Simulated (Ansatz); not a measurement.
The cluster Li3⁺, relaxed as a singlet with RKS r2SCAN/def2-TZVP in Ansatz, starting from the GFN2-xTB geometry. Force threshold 0.02 eV/Å.

The structure comes from a short search, and lower isomers may exist.

Start:

```xyz
3

Li   -1.287    0.580    0.547
Li    0.978   -0.667    0.926
Li    0.309    0.087   -1.474
```

(1) Estimate the energy that the relaxation releases and the steps that it takes.

(2) Does the start keep its bonding and symmetry?

(3) Predict the relaxed structure.

Answers

(1) 28.2 kJ/mol, in 4 steps; 1.4 s on 4 threads of Arm Neoverse V2 on a shared host. No frequencies were taken in this run, so the end may be a saddle point.

(2) By distances, no bond broke or formed. The bond that changes most is Li2–Li3, from 2.60 to 3.05 Å (atoms count from 1). Point group Cs at the start, D3h at the end, both within 0.05 Å.

(3) 
```
atom   x (Å)   y (Å)   z (Å)
 Li1  -1.498   0.676   0.634
 Li2   1.144  -0.781   1.088
 Li3   0.354   0.105  -1.722
```
Bond lengths (bridged metal pairs left out): 3 × Li–Li 3.05 Å.
